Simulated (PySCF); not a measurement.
AlCl3.

```xyz
4

Al     0.0000     0.0000     0.0000
Cl    -2.0780     0.0000     0.0000
Cl     1.0390     1.7996     0.0000
Cl     1.0390    -1.7996     0.0000
```
Charge 0, spin multiplicity 1.

Geometry: PBE0-D3(BJ)/def2-SVP. The isomer is the one that the SMILES or the coordinates give; other isomers of the formula were not compared.

All values below come from B3LYP/pcSseg-2 in PySCF. Non-relativistic, no solvent.

Problem. Give the absolute GIAO shielding of each atom: isotropic value and principal components (ppm). (Estimate from the structure and the level; the computed values follow.)

Solution. 
```tsv
atom	σ(iso)	σ11	σ22	σ33	span
Al1	397.1	338.6	426.3	426.3	87.6
Cl2	900.7	807.2	845.8	1049.1	242.0
Cl3	900.7	807.2	845.8	1049.1	242.0
Cl4	900.7	807.2	845.8	1049.1	242.0
```
